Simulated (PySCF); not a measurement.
Species: C₄H₁₀N (charge +1).
Z-matrix (Å and degrees, GFN2-xTB geometry), rows numbered from 1:
```
N 
C   1  1.5062
C   2  1.5029  1  109.21
C   3  1.5059  2  118.16  1   -73.16
C   4  1.4933  3   60.14  2  -109.13
H   1  1.0274  2  111.95  3   175.77
H   1  1.0282  2  109.83  3   -63.06
H   1  1.0299  2  108.65  3    54.78
H   2  1.0909  1  108.29  3   121.82
H   2  1.0909  1  108.04  3  -120.30
H   3  1.0822  2  114.56  1    72.13
H   4  1.0779  3  118.32  5  -108.30
H   4  1.0803  3  118.66  5   107.28
H   5  1.0772  3  117.74  4   108.96
H   5  1.0782  3  118.12  4  -108.61
```

A PySCF run (density fitting, gas phase, GFN2-xTB geometry) gave HOMO -15.74 eV, LUMO -2.44 eV and E = -212.772 Eh.

Question: Which of these levels was it?
A. PBE0/cc-pVDZ
B. PBE0/aug-cc-pVDZ
C. WP04/pcSseg-1
D. PBE0/def2-SVPD
E. LC-wPBE/pcSseg-1

Answer: E. It is LC-wPBE/pcSseg-1. All candidates on this geometry:

```json
{"level and settings": "WP04/pcSseg-1, grid level 4", "kind": "global hybrid fitted to proton shifts", "basis functions": "135", "SCF cycles": "13", "E (Eh)": "-218.3098", "HOMO (eV)": "-13.99", "LUMO (eV)": "-6.45"}
{"level and settings": "PBE0/aug-cc-pVDZ, level shift 0.2 Eh, energy threshold 1e-07 Eh", "kind": "global hybrid", "basis functions": "205", "SCF cycles": "8", "E (Eh)": "-212.6946", "HOMO (eV)": "-12.84", "LUMO (eV)": "-5.07"}
{"level and settings": "PBE0/def2-SVPD", "kind": "global hybrid", "basis functions": "180", "SCF cycles": "12", "E (Eh)": "-212.5318", "HOMO (eV)": "-12.92", "LUMO (eV)": "-4.80"}
{"level and settings": "PBE0/cc-pVDZ", "kind": "global hybrid", "basis functions": "120", "SCF cycles": "12", "E (Eh)": "-212.6807", "HOMO (eV)": "-12.80", "LUMO (eV)": "-4.45"}
{"level and settings": "LC-wPBE/pcSseg-1, grid level 4, level shift 0.1 Eh", "kind": "range-separated hybrid", "basis functions": "135", "SCF cycles": "10", "E (Eh)": "-212.7716", "HOMO (eV)": "-15.74", "LUMO (eV)": "-2.44"}
```

The nearest other candidate, by the summed differences of HOMO and LUMO, is PBE0/cc-pVDZ: its HOMO differs by +2.94 eV and its LUMO by -2.01 eV. Cycle counts include a coarse-grid stage where the run had one. WP04 was designed for NMR shieldings or shifts; total energies of different functionals aren't comparable.
